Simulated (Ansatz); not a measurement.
Task: a short molecular-dynamics run of C3H3Cl, SMILES C=C=CCl, with Ansatz's Python interface. Give the script and its output. Level of theory: B3LYP, 6-31G* basis, multiplicity 1.

```yaml
atoms:
  - { symbol: C, position_ang: [0.5234, 1.0720, 0.5792] }
  - { symbol: C, position_ang: [0.0900, 0.0007, 0.0175] }
  - { symbol: C, position_ang: [-0.3189, -1.1040, -0.5425] }
  - { symbol: Cl, position_ang: [-1.8621, -1.2997, -0.9068] }
  - { symbol: H, position_ang: [0.7717, 1.9552, -0.0614] }
  - { symbol: H, position_ang: [0.4769, 1.2453, 1.6443] }
  - { symbol: H, position_ang: [0.3803, -1.9376, -0.7759] }
```

`md.py`:
```python
import ansatz as az
import numpy as np

GEOMETRY = """
C     0.52340    1.07200    0.57920
C     0.09000    0.00070    0.01750
C    -0.31890   -1.10400   -0.54250
Cl   -1.86210   -1.29970   -0.90680
H     0.77170    1.95520   -0.06140
H     0.47690    1.24530    1.64430
H     0.38030   -1.93760   -0.77590
"""

c3h3cl = az.Crystal.molecule()
for line in GEOMETRY.strip().splitlines():
    symbol, *xyz = line.split()
    c3h3cl = c3h3cl.atom(symbol, [float(v) for v in xyz])

job = (
    c3h3cl.calculation()
    .basis(gaussian="6-31G*")
    .functional("b3lyp")
    .md("nve", timestep=0.5, steps=40, temperature=800, initial_velocities="maxwell_boltzmann", seed=54)
)
frames = []
job.session().plan().execute(on_event=lambda e: frames.append(e["data"]) if e["event"] == "md_step" else None)
print("t (fs)   E_pot (eV)      E_kin (eV)   T (K)   d(0-1) (A)")
for f in frames[::3]:
    xyz = np.array(f["positions_ang"])
    print(f"{f['time_fs']:6.2f} {f['lagrangian_ev']:14.5f} {f['e_kin_ev']:10.5f} {f['temperature_k']:8.1f} {np.linalg.norm(xyz[0] - xyz[1]):9.4f}")
kept = np.array([f["conserved_ev"] for f in frames])
print(f"conserved energy moves by at most {1000 * np.ptp(kept):.3f} meV")
```

```console
$ python md.py
t (fs)   E_pot (eV)      E_kin (eV)   T (K)   d(0-1) (A)
  0.00   -15680.09813    0.51704    800.0    1.2849
  1.50   -15680.06867    0.48925    757.0    1.2996
  3.00   -15680.09568    0.51653    799.2    1.3135
  4.50   -15680.20465    0.62368    965.0    1.3215
  6.00   -15680.18563    0.60469    935.6    1.3207
  7.50   -15680.09172    0.51366    794.8    1.3110
  9.00   -15680.18946    0.60815    941.0    1.2958
 10.50   -15680.16291    0.58191    900.4    1.2809
 12.00   -15679.99748    0.41883    648.0    1.2730
 13.50   -15679.97218    0.39357    609.0    1.2767
 15.00   -15680.08923    0.50815    786.2    1.2920
 16.50   -15680.06115    0.48001    742.7    1.3146
 18.00   -15679.93120    0.35330    546.6    1.3369
 19.50   -15680.01410    0.43332    670.5    1.3517
conserved energy moves by at most 3.970 meV
```

What to keep in mind:
- Total energies depend on the basis set; only differences at equal settings carry meaning.
- The trajectory is only some femtoseconds long, so its temperature is not equilibrated; where the script doesn't relax first, it starts from a rough generated geometry.
- b3lyp holds the VWN-RPA fit, as in Gaussian; the form of ORCA and Turbomole is b3lyp5.
- The temperature counts the internal degrees of freedom alone.
- Timing: 81 s on 1 thread of Arm Neoverse V2 (shared host), peak memory 0.2 GiB.

(Lines on the test bed's own set-up are left out of the output.)
